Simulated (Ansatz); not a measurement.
A run of Ansatz (development build ahead of 0.2.0) on singlet NH₄(+) at this shape:

```xyz
5

N     0.0000    0.0000    0.0000
H     0.5469    0.5469    0.5469
H     0.5469   -0.5469   -0.5469
H    -0.5469    0.5469   -0.5469
H    -0.5469   -0.5469    0.5469
```

Its results:

```json
{
  "Converged": "yes",
  "Total energy": "-56.54740 hartree",
  "Spin squared of the determinant": "0.000"
}
```

Task: Which input gives this output? Name the method, the orbitals and the basis set, and write the input.

Result: RHF in def2-TZVP. An unrestricted run that stays on the closed shell gives the same numbers.

```yaml
crystal:
  periodic: [false, false, false]
  atoms:
    - { symbol: "N", position_ang: [0.0, 0.0, 0.0] }
    - { symbol: H, position_ang: [0.54692, 0.54692, 0.54692] }
    - { symbol: H, position_ang: [0.54692, -0.54692, -0.54692] }
    - { symbol: H, position_ang: [-0.54692, 0.54692, -0.54692] }
    - { symbol: H, position_ang: [-0.54692, -0.54692, 0.54692] }
basis:
  gaussian: { orbitals: def2-TZVP }
total_charge: 1
hamiltonian:
  xc: hf
```
